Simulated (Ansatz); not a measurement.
in.yaml

```yaml
crystal:
  periodic: [false, false, false]
  atoms:
    - {symbol: C, position_ang: [0.000000, -0.031759, 1.630734]}
    - {symbol: As, position_ang: [0.000000, 0.026825, -0.335621]}
    - {symbol: H, position_ang: [-0.886340, -0.553826, 1.995085]}
    - {symbol: H, position_ang: [0.000000, 0.987067, 2.017353]}
    - {symbol: H, position_ang: [0.886340, -0.553826, 1.995085]}
    - {symbol: H, position_ang: [0.000000, -1.494918, -0.492322]}
basis:
  gaussian: {orbitals: 6-31G}
total_charge: 1
correlation: {method: sc_nevpt2, electrons: outside_noble_gas, active_space: {window: {electrons: 8, orbitals: 7}}}
```

```sh
$ ansatz run in.yaml --threads 1 --pin off --events-out ev --progress --plain --max-ram 2393MiB
```

Output:

```
505 factors; integrals over basis functions are off by at most 4.2e-4 eV
mean field evaluation 1: about -61867.6566 eV, gradient 3.3e1 eV
mean field evaluation 2: about -61867.6840 eV, gradient 3.3e1 eV
mean field evaluation 4: about -61870.6123 eV, gradient 2.0e0 eV
mean field evaluation 8: about -61870.6411 eV, gradient 8.6e-4 eV
mean field -61870.64108050 eV, -2273.7041222818 hartree, gradient 2.8e-6 eV, S^2 0.000000; 0 other end points of the search recorded, 0 dependent functions left out; unrestricted orbitals would lower it
reference -61870.64108050 eV, -2273.7041222818 hartree; 21, 21 occupied and 25, 25 virtual orbitals, 505 factors
state -61872.19354434 eV, -2273.7611742755 hartree
state -61872.19354434 eV, -2273.7611742755 hartree; corrected -61874.65943260 eV, -2273.8517939977 hartree
state -61872.17218709 eV, -2273.7603894110 hartree
state -61872.17218709 eV, -2273.7603894110 hartree; corrected -61874.64181929 eV, -2273.8511467205 hartree
state -61872.19354434 eV, -2273.7611742755 hartree; corrected -61874.65943260 eV, -2273.8517939977 hartree
2 active orbitals were swapped for others, from the solution at -61872.17216465 eV, -2273.7603885863 hartree to that at -61872.19352146 eV, -2273.7611734348 hartree; typed "places" are swapped only where nearly empty or full, and so, without "given_window_search", are "orbital_numbers", "shells" and a window whose orbitals a file names under [Active]
Total energy: -61874.65943260 eV, -2273.8517939977 hartree
```

Natural occupations: 1.9974 1.9808 1.9715 1.9633 0.0375 0.0300 0.0194.

Ran on 1 thread of Arm Neoverse N1, shared host: 16 s wall, 0.13 GiB peak host memory.
